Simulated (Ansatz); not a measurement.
fcc Pt

Method: r²SCAN in Ansatz (PAW).

Numerical settings: plane-wave cutoff 500 eV, 3×3×3 k mesh, Fermi–Dirac smearing 0.1 eV, cell of 256 sites, scalar-relativistic PAW data made under PBE.

Cell: relaxed at this level.

* **vacancy formation energy**: 0.56 eV
* **vacancy formation energy before relaxation**: 0.99 eV

Measured, for comparison: vacancy formation energy 1.35 ± 0.09 eV (no zero-point or thermal correction, monovacancy, our sources range from 1.35 to 1.60; as tabulated in Mehl and Papaconstantopoulos (1996), arXiv:mtrl-th/9602003). Computed (rounded) less measured: vacancy formation energy not scored (sources differ).

Note: energies are extrapolated to zero smearing, and mesh and cell size move such values by some hundredths of an eV or more.

Spin–orbit coupling is not included.

The computed numbers hold no vibrational or temperature effects.

Ansatz is a program for electronic structure.
